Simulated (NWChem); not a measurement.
## Correlation energy of Cl2 (+1)

```xyz
2

Cl     0.0000     0.0000     0.9799
Cl     0.0000     0.0000    -0.9799
```
Charge +1, spin multiplicity 2.

Everything below was run with NWChem. The geometry was optimised at UPBE/def2-SVP, a minimum by its harmonic frequencies.

Basis set: cc-pVDZ. Each correlation energy counts from its own Hartree-Fock reference.

The correlated methods keep 10 core orbitals frozen. The structure started from a generated list of species. The unpaired electrons of the parent sit in orbitals of symmetry b3g (D2h labels of the run); other states weren't searched. The stability of the SCF solutions was not checked. Open-shell Hartree-Fock references start from PBE0 orbitals. No row is a measurement; the coupled-cluster row has its own basis-set and correlation limits.

For the correlation energy, URI-MP2 gives -270.0 mHa and UMP2 gives -270.0 mHa. What do SCS-UMP2, CCSD on UHF, CCSD[T] on UHF give?

SCS-UMP2: -260.7 mHa; CCSD on UHF: -294.0 mHa; CCSD[T] on UHF: -303.9 mHa.
